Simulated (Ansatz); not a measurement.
## Rock-salt NiO, formation enthalpy

Reference value: -1.224 eV/atom (measured, 0 K, at or extrapolated to 0 K; zero-point energies not removed; as tabulated in Aykol and Wolverton (2014), doi:10.1103/physrevb.90.115105).

### Question
Which of these levels comes closest to the reference?
A. PBE (Ansatz, a first-principles code)
B. PBE+U (ortho-atomic projectors) (Ansatz)
C. r²SCAN (Ansatz)
D. LDA (Ansatz)

### Answer
C, r²SCAN (Ansatz)

```csv
level (code),value (eV/atom),difference (eV/atom)
LDA (Ansatz),-0.779,+0.445
PBE (Ansatz),-0.625,+0.599
PBE+U (ortho-atomic projectors) (Ansatz),-0.039,+1.185
r²SCAN (Ansatz),-1.167,+0.057
```

Of the ranked levels r²SCAN (+0.057 eV/atom) comes nearest. Farthest off among them: PBE+U (ortho-atomic projectors) (+1.185 eV/atom). Of the ranked levels only r²SCAN lands within 0.2 eV/atom. All 4 levels lie above the reference. A very large miss is first of all the level's own, though another phase or state, or a fault of the measured value, is possible (PBE+U (ortho-atomic projectors)).

The measured value isn't corrected to a static lattice, so vibrations enter the comparison. Spin-polarised runs: LDA (opposed moments), PBE (opposed moments), PBE+U (ortho-atomic projectors) (opposed moments), r²SCAN (opposed moments). PBE+U (ortho-atomic projectors): results with U depend on the projectors and the PAW data. PBE+U (ortho-atomic projectors): U acts in the compound but not in the metal reference, which biases the formation energy. PBE+U (ortho-atomic projectors) takes U_eff Ni 6.2 eV. Each level is taken at its own relaxed cell. Ansatz's density-functional and Hartree–Fock values are scalar-relativistic unless marked +SOC, with PAW data made under PBE.

Differences are worked out from the printed values.
